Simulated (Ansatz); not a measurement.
Basis-set extrapolation for `FSF` (PBE0-D4/def2-TZVP geometry, frozen core, the Gaussian-basis code of Ansatz). Multiplicity 1, RHF reference.

```
                      def2-TZVPP   def2-QZVPP
                 HF  -596.449939  -596.472270
    MP2 correlation    -0.670000    -0.735722
CCSD(T) correlation    -0.707647    -0.771891
```

Energies in hartree. Use E(X) = E(∞) + A·exp(−7.88·√X) for Hartree–Fock and E(X) = E(∞) + B·X^(−2.97) for correlation, with X = 3 and 4.

Question: What is the CCSD(T) energy at the basis-set limit?

Answer: HF limit: -596.472270 + (-0.022331) × 0.13774 = -596.47535. Correlation limit: -0.771891 + (-0.064244) × 0.74074 = -0.81948. Total: -597.29483 hartree, 3.73 eV below CCSD(T)/def2-TZVPP.
